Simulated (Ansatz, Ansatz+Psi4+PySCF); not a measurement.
```xyz
2

N     0.0000    0.0000   -0.8034
F     0.0000    0.0000    0.8034
```

Basis set: cc-pVTZ (spherical functions). Correlated methods keep 2 orbitals frozen. Correlation on ROHF uses semicanonical orbitals with singles. Charge 0, multiplicity 3.

Computed with Ansatz (development build ahead of 0.2.0); the reference of a correlated method needn't be the lowest determinant of its kind.

(1) Give the atomization energy at this shape (free ground-state atoms in the same class of orbitals less the molecule, no zero-point energy) of triplet NF by ROHF-CCSD(T), UHF-BCCD(T), UHF-CCSD(T).

Answers

(1)

```csv
method,atomization energy
ROHF-CCSD(T),50.81 kcal/mol
UHF-BCCD(T),50.65 kcal/mol
UHF-CCSD(T),49.98 kcal/mol
```

Caution: the reference determinant was not shown to be the lowest; the shape is not the minimum.
